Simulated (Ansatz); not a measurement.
## Which method gave which barrier?

Saddle point of BH$_{5}$S, singlet (BH₃ + H₂S → BH₃S ([BH2][SH]) + H₂; bonds formed: H2–H5; dative contacts that become bonds: B1–S6; bonds broken: B1–H2, H5–S6), PBE0-D4/def2-TZVP structure:

```json
{"atom": "B1", "x (Å)": "-0.5150", "y (Å)": "-0.4092", "z (Å)": "-0.1312"}
{"atom": "H2", "x (Å)": "0.2241", "y (Å)": "-0.7144", "z (Å)": "-1.1130"}
{"atom": "H3", "x (Å)": "-0.3989", "y (Å)": "-1.2378", "z (Å)": "0.7160"}
{"atom": "H4", "x (Å)": "-1.5644", "y (Å)": "-0.0614", "z (Å)": "-0.5797"}
{"atom": "H5", "x (Å)": "0.5891", "y (Å)": "0.2892", "z (Å)": "-0.6332"}
{"atom": "S6", "x (Å)": "0.3391", "y (Å)": "1.3389", "z (Å)": "0.5052"}
{"atom": "H7", "x (Å)": "1.3259", "y (Å)": "0.7947", "z (Å)": "1.2358"}
```

Computed with Ansatz 0.2.0 (basis: def2-TZVPP, with def2-QZVPP for the basis limit); correlated methods freeze the cores. Extrapolation: Hartree–Fock as exp(−7.88 √X), correlation as X^−2.97. Four methods, as single points on the PBE0-D4 structures, gave these electronic barriers from the start structure: 0.590, 0.694, 0.787, 1.213 eV.

The methods were, in alphabetical order, HF, MP2, PBE-D4, PBE0-D4. Which gave which? (A judgement: the text doesn't fix the answer.)

The calculation gives: PBE-D4 0.590; PBE0-D4 0.694; MP2 0.787; HF 1.213 eV. For comparison, CCSD(T) at an estimated basis limit (MP2 extrapolated from triple and quadruple zeta, plus CCSD(T) − MP2 in triple zeta) gives 0.811 eV.

The T1 diagnostic stays at or below 0.015.

Labels in which every atom is bracketed show which atoms are joined, not bond orders.

For scale, one of the runs: CCSD(T)/def2-TZVPP, 143 basis functions, launched by `ansatz run in.yaml --threads 2 --pin off --events-out ev --progress --plain --max-ram 4352MiB`. Time: 5.5 s of wall clock on 2 CPU threads of an Arm Neoverse V2; the host was shared. Peak host memory: 0.79 GiB.
